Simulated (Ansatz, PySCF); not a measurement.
System: C$_{2}$H$_{4}$ (charge 0, singlet). SMILES: C=C
Geometry: optimised at B3LYP-D3(BJ)/def2-TZVP (Ansatz, a program for electronic structure).

Property: atomisation energy (electronic, to ground-state atoms), in kJ/mol. Cores are frozen in the correlated levels unless marked. UHF or UKS for open shells. No spin-orbit coupling. Non-relativistic. The coupled-cluster limit lacks core correlation, which all-electron functionals hold. CBS marks a two-point X^-3 extrapolation of the correlation energy; Hartree-Fock from the larger set.

```json
[
 {"level": "TPSS-D3(BJ)/def2-TZVPD", "program": "PySCF + dftd3", "atomisation energy (kJ/mol)": "2380.7", "minus last row": "28.8"},
 {"level": "B3LYP-D4/def2-TZVPD", "program": "Ansatz + dftd4", "atomisation energy (kJ/mol)": "2361.4", "minus last row": "9.5"},
 {"level": "RPA@PBE/cc-pVTZ", "program": "Ansatz", "atomisation energy (kJ/mol)": "2213.5", "minus last row": "-138.4"},
 {"level": "MP2/def2-SVPD", "program": "Ansatz", "atomisation energy (kJ/mol)": "2283.6", "minus last row": "-68.3"},
 {"level": "MP2/cc-pVTZ", "program": "Ansatz", "atomisation energy (kJ/mol)": "2318.3", "minus last row": "-33.6"},
 {"level": "MP2/def2-TZVPP", "program": "Ansatz", "atomisation energy (kJ/mol)": "2321.2", "minus last row": "-30.7"},
 {"level": "MP2/CBS(cc-pVTZ,cc-pVQZ)", "program": "Ansatz", "atomisation energy (kJ/mol)": "2369.0", "minus last row": "17.1"},
 {"level": "MP2/CBS(def2-TZVPP,def2-QZVPP)", "program": "Ansatz", "atomisation energy (kJ/mol)": "2369.3", "minus last row": "17.4"},
 {"level": "RI-MP2/CBS(def2-TZVPP,def2-QZVPP)", "program": "Ansatz", "atomisation energy (kJ/mol)": "2369.2", "minus last row": "17.3"},
 {"level": "SCS-MP2/6-31G", "program": "Ansatz", "atomisation energy (kJ/mol)": "2074.5", "minus last row": "-277.4"},
 {"level": "CCSD/6-31G", "program": "Ansatz", "atomisation energy (kJ/mol)": "2069.0", "minus last row": "-282.9"},
 {"level": "CCSD/def2-SVPD", "program": "Ansatz", "atomisation energy (kJ/mol)": "2249.6", "minus last row": "-102.3"},
 {"level": "CCSD/CBS(def2-TZVPP,def2-QZVPP)", "program": "Ansatz", "atomisation energy (kJ/mol)": "2320.7", "minus last row": "-31.2"},
 {"level": "CCSD(T)/aug-cc-pVDZ", "program": "Ansatz", "atomisation energy (kJ/mol)": "2208.3", "minus last row": "-143.6"},
 {"level": "CCSD(T)/CBS(cc-pVTZ,cc-pVQZ)", "program": "Ansatz", "atomisation energy (kJ/mol)": "2351.9", "minus last row": "0.0"}
]
```
